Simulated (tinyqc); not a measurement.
Worked calculation: extended Hueckel theory, for SiH3+. The parameters take no account of the charge, which enters only through the electron count. Computed by tinyqc, a small Python program that keeps every step (integrals from PySCF). Settings: charge = 1, K = 2.0, weighted = 1, multiplicity = 1. Command: `OMP_NUM_THREADS=1 python tinyqc.py 24322 24323 out.jsonl` (the two numbers bound the seeds that draw the settings). One thread of a shared host (Intel(R) Xeon(R) Processor @ 2.60GHz), about 0.01 s of CPU time with the checks.

## Overlaps

Geometry (angstrom):

| atom | x | y | z |
|---|---|---|---|
| Si | 0.000000 | 0.000000 | 0.088000 |
| H | 1.516000 | 0.000000 | 0.000000 |
| H | -0.758000 | 1.313000 | 0.000000 |
| H | -0.758000 | -1.313000 | 0.000000 |

Parameters chosen for this run:

| element | shell | Slater exponent | H_ii (eV) |
|---|---|---|---|
| H | 1s | 1.300000 | -13.600000 |
| Si | 3s | 1.383000 | -17.300000 |
| Si | 3p | 1.383000 | -9.200000 |

Slater orbitals, each expanded in six Gaussians scaled to its exponent.

overlap S:
```
           1Si 3s    1Si 3px    1Si 3py    1Si 3pz      2H 1s      3H 1s      4H 1s
1Si 3s   1.000000   0.000000   0.000000   0.000000   0.400603   0.400572   0.400572
1Si 3px  0.000000   1.000000   0.000000   0.000000   0.508596  -0.254269  -0.254269
1Si 3py  0.000000   0.000000   1.000000   0.000000   0.000000   0.440442  -0.440442
1Si 3pz  0.000000   0.000000   0.000000   1.000000  -0.029523  -0.029519  -0.029519
2H 1s    0.400603   0.508596   0.000000  -0.029523   1.000000   0.033685   0.033685
3H 1s    0.400572  -0.254269   0.440442  -0.029519   0.033685   1.000000   0.033676
4H 1s    0.400572  -0.254269  -0.440442  -0.029519   0.033685   0.033676   1.000000
```

## Wolfsberg-Helmholz matrix

diagonal H_ii (eV): 1Si 3s -17.300000, 1Si 3px -9.200000, 1Si 3py -9.200000, 1Si 3pz -9.200000, 2H 1s -13.600000, 3H 1s -13.600000, 4H 1s -13.600000

K = 2.000000

H_ij = K' S_ij (H_ii + H_jj)/2 for i != j (the diagonal keeps H_ii), with K' = K + D^2 + D^4 (1 - K), D = (H_ii - H_jj)/(H_ii + H_jj), K = 2.

H (eV):
```
             1Si 3s     1Si 3px     1Si 3py    1Si 3pz       2H 1s       3H 1s       4H 1s
1Si 3s   -17.300000    0.000000    0.000000   0.000000  -12.466097  -12.465149  -12.465149
1Si 3px    0.000000   -9.200000    0.000000   0.000000  -11.803867    5.901263    5.901263
1Si 3py    0.000000    0.000000   -9.200000   0.000000    0.000000  -10.222108   10.222108
1Si 3pz    0.000000    0.000000    0.000000  -9.200000    0.685185    0.685107    0.685107
2H 1s    -12.466097  -11.803867    0.000000   0.685185  -13.600000   -0.916245   -0.916245
3H 1s    -12.465149    5.901263  -10.222108   0.685107   -0.916245  -13.600000   -0.915977
4H 1s    -12.465149    5.901263   10.222108   0.685107   -0.916245   -0.915977  -13.600000
```

## Orbitals

valence electrons = 6

Solve H C = S C e through S^(-1/2); fill by pairs from the bottom, a degenerate level sharing its electrons equally; each orbital has its largest coefficient positive (the first on a tie).

orbital energies (eV): -22.100124  -16.085182  -16.085103  -9.222252  9.920664  9.921024  15.617715

occupations: 2.000000  2.000000  2.000000  0.000000  0.000000  0.000000  0.000000

coefficients:
```
               MO1        MO2        MO3        MO4        MO5        MO6        MO7
1Si 3s    0.609374   0.000000  -0.000017   0.058371   0.000000  -0.000590   1.204362
1Si 3px   0.000002   0.000000   0.436034   0.000000   0.000000   1.216848   0.000692
1Si 3py   0.000000   0.436028   0.000000   0.000000   1.216849   0.000000   0.000000
1Si 3pz  -0.002054   0.000000  -0.000001   0.997453   0.000000   0.000048  -0.097798
2H 1s     0.269914   0.000000   0.552422  -0.017917   0.000000  -0.920274  -0.706390
3H 1s     0.269893   0.478424  -0.276231  -0.017919  -0.797273   0.460660  -0.705601
4H 1s     0.269893  -0.478424  -0.276231  -0.017919   0.797273   0.460660  -0.705601
```

sum of one-electron energies = -108.540819 eV

Within a degenerate level the vectors are fixed only up to a rotation; this is one choice.

## Mulliken analysis

P = C n C^T; charge = valence electrons (H 1, Si 4) minus the sum of (P S)_ii on the atom; overlap population = 2 sum P_ij S_ij between two atoms.

charges: 1Si 1.366391, 2H -0.122125, 3H -0.122133, 4H -0.122133

Overlap populations:

| pair | value |
|---|---|
| 2-1 | 0.753646 |
| 3-1 | 0.753612 |
| 3-2 | -0.010745 |
| 4-1 | 0.753612 |
| 4-2 | -0.010745 |
| 4-3 | -0.010742 |
